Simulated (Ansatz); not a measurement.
# CHN (singlet): wave-function methods side by side at distance C2–H3 = 0.864 Å, 6-31G

One table from this session's results is given with a row withheld; the runs are named, their logs left out.

The runs use Ansatz 0.2.0, Gaussian basis; 6-31G, core rule «outside noble gas», up to 2 orbitals frozen.

Plan: UHF; CCSD(T) on RHF; BCCD(T) on RHF; CISD; CCSDT(Q) on RHF; CCSDTQ on RHF; CASSCF and MRCISD+Q, 2 electrons in 2 orbitals; CASSCF and NEVPT2, 2 electrons in 2 orbitals; CASSCF and MRCISD+Q, 10 electrons in 9 orbitals; CASSCF and NEVPT2, 10 electrons in 9 orbitals; Full CI.

16 further runs of the same task are left out: 13 that didn't finish, 3 set aside as unsound or not needed.

**The system**

The geometry derives from a PBE0/def2-TZVP stationary point (not a proven minimum). One bond is set to the value named and the two fragments are kept rigid.

3 atoms, charge 0, spin multiplicity 1.

Atoms are counted from 1 here; the program's logs count them from 0.

Bond lengths: N1–C2 1.146 Å, C2–H3 0.864 Å. Angles: N1–C2–H3 180.0°.

The first run:

in.yaml reads:

```yaml
crystal:
  periodic: [false, false, false]
  atoms:
    - {symbol: N, position_ang: [0.000000, 0.000000, 1.051737]}
    - {symbol: C, position_ang: [0.000000, 0.000000, -0.093869]}
    - {symbol: H, position_ang: [0.000000, 0.000000, -0.957869]}
basis:
  gaussian: {orbitals: 6-31G}
magnetization: {spin_polarized: true, initial_magnetization: 0}
hamiltonian: {xc: hf}
output: {orbitals: {seedname: orbitals}}
```

Started as:

```sh
$ ansatz run in.yaml --threads 1 --pin off --events-out ev --progress --plain --max-ram 2393MiB
```

Among the steps run: UHF; CCSD(T) on RHF; BCCD(T) on RHF; CISD; CCSDT(Q) on RHF; CCSDTQ on RHF; CASSCF and MRCISD+Q, 2 electrons in 2 orbitals; CASSCF and NEVPT2, 2 electrons in 2 orbitals; CASSCF and MRCISD+Q, 10 electrons in 9 orbitals; CASSCF and NEVPT2, 10 electrons in 9 orbitals; Full CI.

One of the session's tables, all rows but one given; the rest of the session is left out.

```
          method  from FCI (kcal/mol)
             RHF              +134.67
            RMP2                +5.68
            CISD               +13.86
           RCCSD                +4.98
        RCCSD(T)                +0.95
         BCCD(T)                    ?
          RCCSDT                +0.92
       RCCSDT(Q)                -0.01
         RCCSDTQ                +0.10
     CASSCF pair              +115.16
     NEVPT2 pair                +7.55
     MRCISD pair               +10.82
   MRCISD+Q pair                +3.00
  CASSCF valence               +39.36
  NEVPT2 valence                +9.59
  MRCISD valence                +1.23
MRCISD+Q valence                +0.30
             FCI                    0
```

Q: Estimate the row for BCCD(T) from the others.

The run gave: from FCI (kcal/mol): +0.96. In the column «from FCI (kcal/mol)» it lies between RCCSD(T) (+0.95) and MRCISD valence (+1.23).
